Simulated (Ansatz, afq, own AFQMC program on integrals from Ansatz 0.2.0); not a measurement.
# Atomization energy of C₂H₆ClSn, doublet, worked out

```yaml
atoms:
  - { symbol: C, position_ang: [-0.6012, 1.6292, -0.9578] }
  - { symbol: Sn, position_ang: [0.2486, 0.4211, 0.5521] }
  - { symbol: C, position_ang: [0.4172, -1.6289, -0.0340] }
  - { symbol: Cl, position_ang: [-1.2700, 0.4383, 2.3796] }
  - { symbol: H, position_ang: [-1.3066, 1.2250, -1.6922] }
  - { symbol: H, position_ang: [-0.4276, 2.7096, -1.0077] }
  - { symbol: H, position_ang: [1.6928, 1.1072, 1.1670] }
  - { symbol: H, position_ang: [1.1554, -1.7296, -0.8426] }
  - { symbol: H, position_ang: [-0.5593, -1.9881, -0.3871] }
  - { symbol: H, position_ang: [0.7337, -2.2349, 0.8256] }
```

Basis def2-TZVP with its core potentials. Noble-gas cores (and the filled d shells of Ga–Kr and In–Xe) are frozen. Ansatz 0.2.0 and our own AFQMC program on the same integrals; the CISD trial comes from CCSD amplitudes, and released means the phaseless constraint is let go. Uncertainties: one standard error, sampling alone. No spin–orbit coupling.

Total energies in eV. CBS is CCSD(T) at the limit of def2-TZVPP/QZVPP (MP2 extrapolated, CCSD(T) minus MP2 added); the highest rung of each member is named.

Cautions: inner d shell frozen; no spin-orbit coupling; C₂H₆ClSn (doublet): the released value is read at 0.90 1/Eh with a noise of 15 meV, more than in the cases checked (meV from the phaseless value at times in 1/Eh: 28 ± 22 at 0.21, 4 ± 24 at 0.42, -25 ± 19 at 0.63, 5 ± 15 at 0.90).

| member | count | CCSD(T)/def2-TZVP | highest rung in def2-TZVP | which | CCSD(T)/CBS |
| --- | --- | --- | --- | --- | --- |
| C (triplet) | +2 | -1028.0742 | -1028.0883 | FCI | -1028.3711 |
| Sn (triplet) | +1 | -5806.8395 | -5806.8527 | FCI | -5807.0375 |
| Cl (doublet) | +1 | -12508.0402 | -12508.0635 | CCSDTQ | -12509.3370 |
| H (doublet) | +6 | -13.6005 | -13.6005 | FCI | -13.6059 |
| C₂H₆ClSn, doublet | -1 | -20484.7737 | -20484.8318 ± 0.0150 | released AFQMC | -20488.2034 |

Work out the best estimate of the atomization energy: the CCSD(T)/CBS difference plus the step from CCSD(T) to the highest rung.

Sums with the counts: CCSD(T)/CBS 33.4513 eV, highest rung 32.1360 eV, CCSD(T)/def2-TZVP 32.1426 eV. The step is 32.1360 − 32.1426 = -0.0066 eV, so the best estimate is 33.4513 + (-0.0066) = 33.4447 eV, with sampling noise 0.015 eV. The step is under twice that noise, so its sign is open. The basis set is worth 1.309 eV of it. Zero-point, core-correlation and spin–orbit terms aren't in it. Past Ne the Hartree–Fock part of each CBS total tends to overshoot, since the cores don't follow the formula; that largely cancels in the difference.

Best estimates are given only where the step beyond CCSD(T) is under 0.3 eV and no member's determinant is very poor (T1 over 0.05, or 0.07 for open shells, ⟨S²⟩ too high by 0.3, two states mixed), so the hardest cases are missing from such tables.

CCSDT and higher add their correlation energy to the determinant of the CCSD(T) run, since their own runs factorise the integrals more tightly (a shift of under 2 meV). Each member of a difference takes its own highest rung, so a best estimate needn't equal the limit plus the step of one row. Released energies are given only where the last usable release times agree within the noise; a slower fall can still hide under it. The exponents were fitted on light atoms, and def2 sets of heavy atoms don't grow evenly, so the limit is rough here.
